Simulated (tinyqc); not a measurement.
Extended Hueckel theory, for CH2, step by step. One step of it, computed by the program tinyqc.

Question. Wolfsberg-Helmholz matrix. H_ij = K' S_ij (H_ii + H_jj)/2 for i != j (the diagonal keeps H_ii), with K' = 1.75.

overlap S:
```
           1C 2s    1C 2px     1C 2py    1C 2pz     2H 1s      3H 1s
1C 2s   1.000000  0.000000   0.000000  0.000000  0.493330   0.493330
1C 2px  0.000000  1.000000   0.000000  0.000000  0.000000   0.000000
1C 2py  0.000000  0.000000   1.000000  0.000000  0.429995  -0.429995
1C 2pz  0.000000  0.000000   0.000000  1.000000  0.239188   0.239188
2H 1s   0.493330  0.000000   0.429995  0.239188  1.000000   0.121054
3H 1s   0.493330  0.000000  -0.429995  0.239188  0.121054   1.000000
```

diagonal H_ii (eV): 1C 2s -21.400000, 1C 2px -11.400000, 1C 2py -11.400000, 1C 2pz -11.400000, 2H 1s -13.600000, 3H 1s -13.600000

K = 1.750000

Give: H.

Answer.

H (eV):
```
           1C 2s    1C 2px    1C 2py    1C 2pz     2H 1s     3H 1s
1C 2s   -21.4000    0.0000    0.0000    0.0000  -15.1082  -15.1082
1C 2px    0.0000  -11.4000    0.0000    0.0000    0.0000    0.0000
1C 2py    0.0000    0.0000  -11.4000    0.0000   -9.4061    9.4061
1C 2pz    0.0000    0.0000    0.0000  -11.4000   -5.2322   -5.2322
2H 1s   -15.1082    0.0000   -9.4061   -5.2322  -13.6000   -2.8811
3H 1s   -15.1082    0.0000    9.4061   -5.2322   -2.8811  -13.6000
```
